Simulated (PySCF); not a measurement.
## Two structures, one formula

The two ends of one reaction step of CH6AlN, singlet (PBE0-D4/def2-TZVP).

A:

```
9
angstrom
Al -0.6712 -0.1784 -0.1498
N -0.0652 -1.6963 0.5304
H -2.1802 -0.1805 -0.6447
C 0.4972 1.3788 -0.2535
H -0.6105 -2.5384 0.6209
H 0.8652 -1.8468 0.8854
H 1.5286 1.1519 0.0284
H 0.1423 2.1775 0.4066
H 0.5107 1.7966 -1.2652
```

B:

```xyz
9
angstrom
Al -0.6671 -0.1313 -1.4039
N -0.5852 -1.2182 0.5546
H -1.3419 -0.8745 1.1399
C 0.5926 1.2122 -0.5816
H -0.7257 -2.2157 0.4409
H 0.2853 -1.0646 1.0569
H 1.5585 0.7434 -0.3380
H 0.2004 1.6327 0.3565
H 0.8121 2.0576 -1.2414
```

Program: PySCF 2.14 with density fitting (its default auxiliary sets; JK sets also for MP2 and CCSD(T)). Basis: def2-TZVPP. Cores are frozen in the correlated methods. B3LYP uses VWN-RPA correlation.

(1) Which structure is lower at CCSD(T), and by how much? (An estimate is asked for; the value comes from the calculation.)

T1 diagnostic: at most 0.012. The restricted Hartree–Fock reference is unstable towards an unrestricted one at one or more of these structures.

## Answers

(1) Computed: A, by 147.3 kJ/mol (electronic energy, against the other). By their contacts, A is CH₆AlN ([CH3][AlH][NH2]) and B is CH₆AlN ([CH3][Al][NH3]).

All methods give the same order:

| method | E(B) − E(A) (kJ/mol) |
| --- | --- |
| SPW92 | 139.8 |
| PBE-D4 | 137.5 |
| r2SCAN-D4 | 163.0 |
| PBE0-D4 | 145.3 |
| B3LYP-D4 | 150.3 |
| BHLYP-D4 | 158.1 |
| wB97M-V | 150.8 |
| HF | 164.2 |
| MP2 | 161.7 |
| CCSD | 149.0 |
| CCSD(T) | 147.3 |

Labels in which every atom is bracketed show which atoms are joined, not bond orders.

For scale, one of the runs: CCSD(T)/def2-TZVPP, 188 basis functions, launched by `OMP_NUM_THREADS=4 python run.py`. The run took 3.5 min on 4 CPU threads of an Arm Neoverse V1 (shared host), with 1.7 GiB of host memory at its peak.
